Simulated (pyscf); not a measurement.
Thermochemistry of product channels of HO–Sn:–OH [singlet] + HCl on the singlet surface, in kcal/mol, from ωB97M-D3(BJ)/def2-TZVP energies (ideal gas, 1 atm, RRHO with modes under 100 cm⁻¹ raised to 100, one conformer, R ln 2 for chiral ones without a mode under 150 cm⁻¹). Optimised with ωB97X-D3(BJ)/def2-SVP in PySCF.

| products | ΔE | ΔH(298 K) | ΔG(298 K) | ΔG(900 K) |
|---|---|---|---|---|
| H₂O + HO–Sn:–Cl [singlet] | -17.3 | -15.3 | -16.2 | -17.2 |
| HO–SnH(OH)–Cl | -11.3 | -10.6 | -1.6 | +16.0 |
| O=Sn(OH)–Cl + H₂ | +51.9 | +49.0 | +50.3 | +52.1 |

These are energies of the channels, which say nothing of barriers. Elements past Kr carry the def2 core potentials, without spin-orbit coupling.
